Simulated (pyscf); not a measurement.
PySCF, gas phase, ωB97X-D3(BJ)/def2-SVP geometries.

**Question.** PBE/def2-TZVP puts the barrier of `[Cl][Si]([Cl])([Cl])[Cl]` + `[H]` [doublet] → `[ClH]` + `[Cl][Si]([Cl])[Cl]` [doublet] (atom transfer; doublet surface; Cl–Si broken, Cl–H formed) at 41.2 kJ/mol and the reaction energy at +1.0 kJ/mol, from the separated reactants. What do r²SCAN/def2-TZVP, B3LYP-D3(BJ)/def2-TZVP, ωB97M-D3(BJ)/def2-TZVP give on the same structures?

**Answer.** r²SCAN: ΔE‡ = 50.9 kJ/mol, ΔE = +8.0 kJ/mol; B3LYP-D3(BJ): ΔE‡ = 54.4 kJ/mol, ΔE = +2.2 kJ/mol; ωB97M-D3(BJ): ΔE‡ = 87.1 kJ/mol, ΔE = +22.3 kJ/mol. PBE's barrier lies under all of them, by 9.7 to 45.8 kJ/mol. Its reaction energy lies under all of them, by 1.3 to 21.3 kJ/mol. One saddle was located; it need not be the lowest between these sides. The angle at the transferred Cl is 180°.
